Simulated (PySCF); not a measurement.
BO and its ions

UHF-MP2; PySCF, no relativity, basis sets B aug-pcseg-1, O aug-pcseg-1. Neutral (UHF): doublet (σ ↑), Re = 1.218 Å, ωe = 1887 cm⁻¹, De = 8.74 eV.

BO⁻ (RHF): singlet (closed shell), Re = 1.255 Å, ωe = 1667 cm⁻¹, De = 9.61 eV to B + O⁻. The energies at the minima are -99.74703 hartree for BO and -99.82822 for BO⁻.

Q: Work out the adiabatic electron affinity, without and with harmonic zero-point energies (1 hartree = 27.2114 eV, 1 eV = 8065.5 cm⁻¹), and the change of the bond length.

A: At MP2: 0.08119 hartree = 2.209 eV between the minima; the zero-point term (1887.0 − 1667.0)/2 cm⁻¹ = +0.014 eV makes it 2.223 eV. Re changes by +3.7 pm against the neutral. The electron enters a σ orbital; the charge polarises the partner, so the anion is bound more strongly.

Correlated steps freeze 2 core orbitals. Correlated levels converge slowly with the basis: in double zeta they bind strong bonds too weakly, by up to about 1 eV, and carry superposition errors of some tenths. For an ion De counts to the pair picked by the measured ionisation energies or electron affinities, which need not be the lowest pair at this level. Where the molecule has an RHF reference, its open-shell atoms are computed with UHF. States were picked by a PBE0 search and need not be the measured ground states.

Neutral and ion stand on different kinds of reference determinant, which adds to the error of the difference.
